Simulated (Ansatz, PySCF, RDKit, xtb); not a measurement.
# SiNO: from the formula to a structure

Task: start from the formula SiNO (odd number of electrons), draw up candidate structures, narrow them down in stages, and characterise the one that lies lowest at 600 K.

The funnel: GFN2-xTB relaxations, single points with a density functional, relaxations at PBE0-D3(BJ)/def2-SVP, harmonic vibrations, and a last energy at a higher level. All values are calculated.

3 further runs of the same task are left out: 3 set aside as unsound or not needed.

## Step 1: Candidates

A program enumerates the bonding patterns with one Lewis structure each (two rings at most, one unusual centre or charged pair), with their diastereomers. O–O, O–halogen and N–halogen bonds and N–N–N chains are not drawn. That gives 3 candidates.

```csv
label,SMILES,spin
c267,[N]=[Si]=O,doublet
c517,N1=[Si]O1,doublet
c518,[O-][N+]#[Si],doublet
```

Candidates are built by distance geometry, with a force field where one applies, in up to four conformers (letters a to d). 2 starts with atoms placed at random are added, to find patterns that the rules miss.

**Question.** With final energies at CCSD(T)/def2-TZVPP, which structure will this search put lowest in free energy, and by what margin?

| quantity | value |
| --- | --- |
| lowest structure found | N1=[Si]O1, doublet, Cs |
| next finalist | [N]=[Si]=O, doublet, 2.2 kcal/mol higher in G |
| share at equilibrium, among the finalists | 84.9 % |
| harmonic wavenumbers, lowest and highest (PBE0-D3(BJ)/def2-SVP) | 585 and 1100 cm⁻¹ |
| rotational constants, same geometry | 1.162, 0.4516, 0.3253 cm⁻¹ |
| dipole moment (PBE0/def2-TZVPD) | 2.76 D |
| HOMO energy (highest over α and β) (PBE0/def2-TZVPD) | -7.25 eV |
| LUMO energy (lowest over α and β) (PBE0/def2-TZVPD) | -2.97 eV |
| lowest excitation (TD-B3LYP/def2-SVPD) | 2.10 eV (f = 0.001) |
| vertical ionisation energy (to the singlet cation) | 9.82 eV |
| vertical electron affinity | 0.66 eV |
| vertical quartet less doublet | +2.63 eV |

The search ends on `N1=[Si]O1`. The margin, 2.2 kcal/mol, is modest. The thermal terms turn the order: in electronic energy alone `[N]=[Si]=O` is lowest. HF/STO-3G already puts its bonding pattern lowest among the structures in one piece; GFN2-xTB, HF/def2-TZVPP and MP2/def2-TZVPP favour the doublet [N]=[Si]=O; r2SCAN-D4/def2-SVP and PBE0-D3(BJ)/def2-SVP favour the doublet [O-][N+]#[Si]. A large T1 diagnostic among the finalists warns that one reference determinant may not suffice. It concerns: the finalist [O-][N+]#[Si] (doublet). The stability test raises a flag; for an open shell a flag towards a general spinor solution can be the free rotation of the spin. Lowest found is not proven lowest: the search is finite, and each finalist counts with one conformer.
